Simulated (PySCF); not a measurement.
**Threshold energies of P2 in a plasma**

CCSD(T) extrapolated to the basis-set limit (PySCF; P2 CCSD(T)/CBS(TQ)+CV+SR, P₂⁺ CCSD(T)/CBS(TQ)+CV+SR; CV core-valence, SR scalar-relativistic term); no spin–orbit coupling.

```json
{"species": "P2", "state (unpaired electrons)": "singlet (closed shell)", "Re (Å)": "1.892", "ωe (cm⁻¹)": "794", "energy of the minimum from the neutral (eV)": "0.00", "De (eV)": "5.05", "dissociates to": "P + P"}
{"species": "P₂⁺", "state (unpaired electrons)": "doublet (π ↑)", "Re (Å)": "1.973", "ωe (cm⁻¹)": "696", "energy of the minimum from the neutral (eV)": "10.54", "De (eV)": "5.02", "dissociates to": "P⁺ + P"}
```

Problem. Work out the lowest energy to break P2 into atoms, from its vibrational ground state.

Solution. D0 = De − ωe/2 = 5.05 − 0.05 = 5.00 eV (composite CCSD(T)).

Problem. Work out the ionisation energy of the P atom at this level and the threshold of dissociative ionisation.

Solution. IE(P) = 10.54 + 5.02 − 5.05 = 10.51 eV, so P⁺ + P + e⁻ appears at D0 + IE(P) = 15.51 eV (composite CCSD(T)). The measured IE(P) is 10.487 eV (NIST ASD).

These are thermodynamic thresholds; the onsets seen under electron impact lie higher where the geometry changes, and cross-sections peak well above them.

Where the molecule has an RHF reference, its open-shell atoms are computed with UHF. States were picked by a PBE0 search and need not be the measured ground states.
